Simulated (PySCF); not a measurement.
How the method changes the constants of BC⁻

State: ³Π (triplet), unpaired electrons σ ↑, π ↑. Set-up: B aug-cc-pVDZ, C aug-cc-pVDZ; no relativity (PySCF 2.14). De refers to B + C⁻ in their high-spin ground configurations, without counterpoise correction. The functionals are run spin-unrestricted. A positive dipole points towards C; it is taken about the centre of mass and depends on that origin. Levels whose curve was spin-contaminated or gave no clean fit are not listed.

| Level | Re (Å) | ωe (cm⁻¹) | De (eV) | μ (D) |
| --- | --- | --- | --- | --- |
| ROHF-CCSD(T) | 1.470 | 1264 | 4.64 | n/a |
| PBE | 1.451 | 1306 | 5.51 | -0.24 |
| BLYP | 1.450 | 1293 | 5.29 | -0.19 |
| r²SCAN | 1.442 | 1337 | 5.22 | -0.55 |
| TPSSh | 1.445 | 1315 | 5.03 | -0.39 |
| PBE0 | 1.438 | 1347 | 5.17 | -0.56 |
| CAM-B3LYP | 1.427 | 1366 | 4.98 | -0.74 |
| B2PLYP | 1.451 | 1379 | 5.10 | -0.85 |

Problem. Which functional lies closest to ROHF-CCSD(T) in De, which farthest, and by how much do they differ from it?

Solution. Closest is CAM-B3LYP (-4.3 pm in Re, +8.1 % in ωe, +0.34 eV in De against ROHF-CCSD(T) in the same basis), farthest PBE (-1.9 pm in Re, +3.3 % in ωe, +0.87 eV in De). CCSD(T) converges more slowly with the basis than the functionals do and binds too weakly in this one, so the order can change at the basis-set limit.

Problem. What does a quarter of exact exchange do here, going from PBE to PBE0?

Solution. PBE0 less PBE: -1.3 pm in Re, +3.1 % in ωe, -0.34 eV in De. Exact exchange removes part of the self-interaction that spreads semilocal densities, and in most molecules shortens and stiffens the bond and lowers De; so it does here.

Correlated steps freeze 2 core orbitals. Correlated levels converge slowly with the basis: in double zeta they bind strong bonds too weakly, by up to about 1 eV, and carry superposition errors of some tenths. For an ion De counts to the pair picked by the measured ionisation energies or electron affinities, which need not be the lowest pair at this level. The highest Kohn–Sham level is positive in this anion. Much of that is self-interaction error, but it also means that the finite basis helps to hold the extra electron. B2PLYP dipoles, levels and charges come from its SCF part alone. The CCSD T1 diagnostic is raised, a sign that a single reference may not be enough here. The state was picked by a PBE0 search and need not be the measured ground state.
